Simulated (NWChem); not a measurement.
Total energies of AlCl3

```xyz
4

Al     0.0000     0.0000     0.0000
Cl     0.0000     0.0000     2.0937
Cl     1.8132     0.0000    -1.0468
Cl    -1.8132     0.0000    -1.0468
```
Charge 0, spin multiplicity 1.

Program: NWChem. Structure: optimised with PBE/def2-SVP, a minimum by its harmonic frequencies.

Basis set: 6-311G** (104 functions).

```json
[
 {"method": "RHF", "total energy (Ha)": "-1620.66628", "relative cost": "1"},
 {"method": "MP2", "total energy (Ha)": "-1621.12232", "relative cost": "under 3"},
 {"method": "B2PLYP", "total energy (Ha)": "-1622.71649", "relative cost": "3"},
 {"method": "PBE", "total energy (Ha)": "-1622.57167", "relative cost": "under 3"},
 {"method": "B3LYP", "total energy (Ha)": "-1623.33846", "relative cost": "under 3"},
 {"method": "M06-2X", "total energy (Ha)": "-1623.21532", "relative cost": "under 3"},
 {"method": "CCSD(T)", "total energy (Ha)": "-1621.17164", "relative cost": "80"}
]
```

Total energies of different functionals aren't comparable as a measure of quality: only differences taken within one method are. Costs are rough ratios of processor time within this set of runs, SCF included, with RHF as 1.

The correlated methods keep 20 core orbitals frozen. B3LYP has NWChem's definition, with VWN1-RPA local correlation. The Pople sets run with spherical d functions. The structure started from a generated list of species. No row is a measurement; the coupled-cluster row has its own basis-set and correlation limits.
